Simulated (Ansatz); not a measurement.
## CH4AlO, SMILES [CH3][Al][OH]: a ladder of basis sets, step by step

Computed with Ansatz 0.2.0 through its Python package.

Notebook, run cell by cell (the value of a cell's last expression is shown):

In [1]:
```python
import ansatz as az
```

In [2]:
```python
GEOMETRY = '''
C    -0.83060    0.49880   -0.36610
Al    1.05650    0.08910   -0.37870
O     1.61250   -1.42490    0.45530
H    -1.37450   -0.26290   -0.86960
H    -1.03660    1.48270   -0.95240
H    -1.22980    0.68150    0.66620
H     1.86380   -1.13230    1.39960
'''
```

In [3]:
```python
system = az.Crystal.molecule()
for line in GEOMETRY.strip().splitlines():
    symbol, *xyz = line.split()
    system = system.atom(symbol, [float(v) for v in xyz])
```

In [4]:
```python
setup = (
    system.calculation()
    .correlation('MP2')
    .spin('collinear', total=1)
)
```

In [5]:
```python
energies = {}
for basis in ['cc-pVDZ', 'cc-pVTZ']:
    summary = setup.basis(gaussian=basis).run(threads=1, pin='off').report
    size = summary['n_frozen'] + summary['n_occupied'][0] + summary['n_virtual'][0]
    energies[basis] = (summary['reference_energy_ev'] / 27.211386246, summary['free_energy_ev'] / 27.211386246)
    print(f'{basis:14s} {size:4d} orbitals  reference {energies[basis][0]:14.6f} Ha  total {energies[basis][1]:14.6f} Ha')
```
```text
cc-pVDZ          66 orbitals  reference    -356.984640 Ha  total    -357.374569 Ha
cc-pVTZ         150 orbitals  reference    -357.039649 Ha  total    -357.529096 Ha
```

In [6]:
```python
# correlation energy at the basis limit from E(X) = E + A / X^3
small, large = (energies[b][1] - energies[b][0] for b in ('cc-pVDZ', 'cc-pVTZ'))
limit = (3 ** 3 * large - 2 ** 3 * small) / (3 ** 3 - 2 ** 3)
print(f'correlation energy: {small:.6f} and {large:.6f} Ha, extrapolated {limit:.6f} Ha')
print(f'share caught by the larger set: {100 * large / limit:.1f} %')
```
```text
correlation energy: -0.389928 and -0.489447 Ha, extrapolated -0.531350 Ha
share caught by the larger set: 92.1 %
```

Against cc-pVDZ: cc-pVTZ -154.5 mHa. The last step alone is -154.53 mHa. From the first set to the last the time grows from 0.7 to 3.0 s.

The drop along the ladder measures the basis error, and is no property of the molecule. The geometry is a force-field or estimated start, not a minimum of this method, and the last set is no limit. Much of the fall in a total is atomic energy, which cancels in bond and reaction energies. The run takes the species as open-shell (spin multiplicity 2), which needn't be its ground state. Inner cores stay frozen, so this is valence correlation. For Al to Cl the sets with a tight d function, cc-pV(X+d)Z, are usual. An extrapolation from small basis sets is rough. Run time: 4.1 s on 1 thread of Arm Neoverse V1 (shared host), peak memory 0.3 GiB.
